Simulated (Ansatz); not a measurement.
Ansatz (an electronic-structure program) input (PBE0/def2-TZVP):

Ansatz 0.2 input:
```yaml
crystal:
  periodic: [false, false, false]
  atoms:
    - {symbol: C, position_ang: [0.00000000, 0.00000000, 0.00000000]}
    - {symbol: F, position_ang: [0.76292155, 0.76566412, 0.76815773]}
    - {symbol: F, position_ang: [-0.78426309, -0.74930884, 0.76277441]}
    - {symbol: F, position_ang: [-0.74667016, 0.76533291, -0.78428715]}
    - {symbol: F, position_ang: [0.76801170, -0.78168819, -0.74664498]}
basis:
  gaussian:
    orbitals: def2-TZVP
hamiltonian:
  xc: {name: PBE0}
output: {forces: true}
magnetization: {spin_polarized: false}
```

Output:

```
Functional definition: PBE0
integrals: 0.05 GiB planned
804 factors; their error is unknown
mean field: 0.57 GiB planned
mean field evaluation 1: about -11896.0720 eV, gradient 4.6e1 eV
mean field evaluation 2: about -11893.4520 eV, gradient 6.5e1 eV
mean field evaluation 4: about -11898.7593 eV, gradient 7.6e-1 eV
mean field evaluation 8: about -11898.8041 eV, gradient 1.8e-3 eV
mean field -11898.80412370 eV, -437.2729862468 hartree, gradient 1.3e-5 eV, S^2 0.000000; 0 other end points of the search recorded, 0 dependent functions left out
the calculation of the forces begins
reference -11898.80413601 eV, -437.2729866993 hartree; 21, 21 occupied and 134, 134 virtual orbitals, 804 factors
Total energy: -11898.80413601 eV, -437.2729866993 hartree
Atom 0 at     0.000000     0.000000     0.000000 Å, force    -0.000000     0.000000     0.000001 eV/Å
Atom 1 at     0.762922     0.765664     0.768158 Å, force    -0.269147    -0.270114    -0.270994 eV/Å
Atom 2 at    -0.784263    -0.749309     0.762774 Å, force     0.276676     0.264344    -0.269095 eV/Å
Atom 3 at    -0.746670     0.765333    -0.784287 Å, force     0.263413    -0.269997     0.276684 eV/Å
Atom 4 at     0.768012    -0.781688    -0.746645 Å, force    -0.270942     0.275767     0.263404 eV/Å
Dipole moment:     0.000000    -0.000000    -0.000000 e Å
```
